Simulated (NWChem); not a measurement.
Polarisability of diphosphorus (P2)

```
P
P 1 1.8911
```
Charge 0, spin multiplicity 1.

All runs are NWChem calculations. The geometry was optimised at PBE0/def2-SVP, a minimum by its harmonic frequencies.

Basis set: 6-31G*. The field's frequency is 0.0773 Ha (589 nm). This basis has no diffuse functions, which lowers polarisabilities.

The correlated methods keep 10 core orbitals frozen. B3LYP has NWChem's definition, with VWN1-RPA local correlation. The Pople sets run with spherical d functions. No row is a measurement; the coupled-cluster row has its own basis-set and correlation limits.

| method | isotropic polarisability (bohr³) |
|---|---|
| CCSD linear response | ___ |
| HF | 39.09 |
| BHandHLYP | ___ |
| PBE | ___ |
| B3LYP | 37.99 |

Task: Complete the blanks.

Result: 
- CCSD linear response, isotropic polarisability (bohr³): 36.77
- BHandHLYP, isotropic polarisability (bohr³): 38.13
- PBE, isotropic polarisability (bohr³): 38.16
